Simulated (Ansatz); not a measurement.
Ansatz (a first-principles code) input (HF/3-21G): The .json file is the Basis Set Exchange's 3-21G.

Ansatz 0.2 input:
```yaml
crystal:
  periodic: [false, false, false]
  atoms:
    - {symbol: S, position_ang: [0.00033569, 0.20422187, -0.47602279]}
    - {symbol: O, position_ang: [-0.01003672, 1.58747449, 0.47378631]}
    - {symbol: C, position_ang: [1.41044264, -0.82174631, 0.17781150]}
    - {symbol: C, position_ang: [-1.40250686, -0.83698750, 0.16928911]}
    - {symbol: H, position_ang: [1.32649005, -0.86107730, 1.25293088]}
    - {symbol: H, position_ang: [-2.31701115, -0.34072385, -0.11420773]}
    - {symbol: H, position_ang: [1.36724690, -1.80370317, -0.26588787]}
    - {symbol: H, position_ang: [2.32121667, -0.31559290, -0.10015531]}
    - {symbol: H, position_ang: [-1.34598549, -1.81840406, -0.27410814]}
    - {symbol: H, position_ang: [-1.32464887, -0.87544176, 1.24489873]}
basis:
  gaussian:
    orbitals: 3-21G.json
hamiltonian:
  xc: {name: HF}
phonons: {temperatures: {t_min: 298.15, t_max: 298.15, t_step: 100}}
```

Task: Which harmonic wavenumbers does it give?

Result: 148, 179, 220, 238, 304, 633, 699, 711, 1027, 1060, 1103, 1155, 1492, 1520, 1609, 1623, 1627, 1643, 3239, 3240, 3341, 3342, 3344, 3346 cm⁻¹ (unscaled; negative means imaginary).
